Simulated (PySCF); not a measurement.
Lithium: a sound run and one with changed settings

Sound run: Li [He] 2s1, Li+ 1s2. All numbers are calculated (PySCF 2.14, no relativity, point nucleus, in pcseg-2). The sound run starts from symmetry-adapted Hartree-Fock orbitals and uses a fine grid where one is needed.

Changed run: initial guess atom, at most 50 SCF cycles.

```json
{"species": "Li", "method": "UHF", "sound run (hartree)": "-7.43074", "changed run (hartree)": "-7.43074", "converged": "yes"}
{"species": "Li", "method": "BP86", "sound run (hartree)": "-7.48026", "changed run (hartree)": "-7.48026", "converged": "yes"}
{"species": "Li", "method": "MN15", "sound run (hartree)": "-7.48881", "changed run (hartree)": "-7.48881", "converged": "yes"}
{"species": "Li+", "method": "UHF", "sound run (hartree)": "-7.23461", "changed run (hartree)": "-7.23461", "converged": "yes"}
{"species": "Li+", "method": "BP86", "sound run (hartree)": "-7.27596", "changed run (hartree)": "-7.27596", "converged": "yes"}
{"species": "Li+", "method": "MN15", "sound run (hartree)": "-7.29981", "changed run (hartree)": "-7.29981", "converged": "yes"}
```

Here the plain start reaches the same solutions.
